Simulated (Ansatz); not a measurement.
Density of states of Zr3N2 (R-3c, a = 5.647 Å, b = 5.647 Å, c = 15.708 Å, α = 90.00°, β = 90.00°, γ = 120.00°), in states per eV and primitive cell, averaged over bins of 0.3 eV. The calculation used Ansatz 0.2.0, DFT r2SCAN, scalar-relativistic, plane waves, PAW.

Cutoff 500 eV; k points 12×12×12 on the computed 10-atom cell (Γ-centred); Gaussian smearing, width 0.10 eV; no spin polarisation.

The cell is relaxed at this level. The states (both spins) are summed by tetrahedra on a 18×18×18 mesh at the self-consistent density. Energies are bin centres; the table starts no lower than −8 eV and ends at 6 eV, or lower where the solved bands end.

It is a metal at this level.

```csv
E − E_F (eV),total,Zr 4d,N 2p,Zr 5s,N 2s
-6.40,0.63,0.21,0.33,0.06,0.00
-6.10,5.36,1.68,2.90,0.57,0.02
-5.80,7.77,2.32,4.34,0.80,0.05
-5.50,5.64,1.55,3.24,0.58,0.05
-5.20,8.94,2.43,5.47,0.64,0.09
-4.90,8.92,2.59,5.65,0.32,0.05
-4.60,10.04,2.84,6.60,0.23,0.03
-4.30,6.78,1.84,4.48,0.23,0.02
-4.00,11.45,3.11,7.69,0.26,0.03
-3.70,12.56,2.97,8.88,0.19,0.04
-3.40,1.92,0.43,1.37,0.04,0.00
-3.10,0.00,0.00,0.00,0.00,0.00
-2.80,0.07,0.03,0.01,0.02,0.00
-2.50,0.25,0.12,0.04,0.07,0.01
-2.20,0.81,0.51,0.10,0.16,0.02
-1.90,3.56,2.80,0.28,0.36,0.03
-1.60,4.08,3.04,0.42,0.46,0.02
-1.30,6.43,4.94,0.47,0.71,0.03
-1.00,7.18,5.74,0.38,0.61,0.04
-0.70,5.07,4.16,0.32,0.34,0.02
-0.40,7.65,6.31,0.53,0.46,0.04
-0.10,5.46,4.43,0.42,0.35,0.04
0.20,2.67,2.09,0.29,0.17,0.01
0.50,3.73,2.89,0.47,0.20,0.01
0.80,5.10,4.14,0.59,0.19,0.02
1.10,2.19,1.83,0.23,0.05,0.01
1.40,2.13,1.79,0.19,0.05,0.01
1.70,4.54,3.85,0.37,0.12,0.02
2.00,5.56,4.73,0.43,0.15,0.04
2.30,6.58,5.58,0.54,0.16,0.05
2.60,6.12,5.18,0.50,0.13,0.07
2.90,4.35,3.77,0.33,0.06,0.06
3.20,5.75,4.89,0.48,0.09,0.12
3.50,7.55,6.38,0.62,0.13,0.19
3.80,7.93,6.62,0.62,0.20,0.25
4.10,7.75,6.25,0.65,0.29,0.31
4.40,10.72,8.63,0.99,0.38,0.41
4.70,11.82,9.45,1.16,0.36,0.49
5.00,11.79,9.24,1.15,0.35,0.64
5.30,11.04,8.55,1.18,0.38,0.56
5.60,9.96,7.37,1.15,0.37,0.66
```

The columns after the total are the main Löwdin projections on the occupied valence shells of the potentials; 2 others are left out. The rest of the total lies in those, in shells that are empty in the free atom, which aren't projected, and between the atoms.

Whether Zr3N2 exists in this form wasn't checked.

Cost: 1 run of about 7.7 core-minutes, on Oxide Virtual Turin-like Processor (Zen 5) (shared hosts).